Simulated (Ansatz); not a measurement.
Calculated with Ansatz (gas phase, PBE0-D4/def2-TZVP geometries, no zero-point term in ΔE). CBS: MP2 limit from def2 TZ/QZ plus the TZ coupled-cluster correction, frozen cores. This one scheme is used for every species. DFT in def2-TZVPP. Triplets are unrestricted, without spin–orbit coupling. One conformer a species, not always the lowest.

Consider the formal loss of a carbene: `C=C(F)CS` → `[CH2]` (triplet) + `C=C(F)S`.

```json
{"level": "B97M-V", "ΔE (eV)": "4.62"}
{"level": "r2SCAN0-D4", "ΔE (eV)": "4.37"}
```

Task: What does CCSD(T)/CBS give? (An estimate is asked.)

Result: The calculation gave: +4.68 eV. The listed levels differ from it by -0.06, -0.31 eV.

Task: What do rigid-rotor, harmonic-oscillator terms from PBE0-D4/def2-TZVP frequencies (298.15 K, 1 bar) make of the CCSD(T)/CBS value? (Best estimate.)

Result: Ansatz gave: ΔZPE = -0.31 eV, ΔH = +4.43 eV, ΔS = 164 J/(mol·K), ΔG = +3.92 eV. Open shells count their whole term as degenerate.

Largest T1 diagnostic among the species: 0.012.

Leaving LDA and LC-ωPBE aside and taking each functional with its dispersion term where it has one, the values, not all of them listed here, spread over 0.40 eV, from r2SCAN0-D4 to ωB97X-V. LDA lies +0.76 eV from PBE without D4. In def2-TZVPP, CCSD(T) changes the Hartree–Fock value by +1.36 eV (the triples alone add +0.10 eV) and MP2 by +1.48 eV.
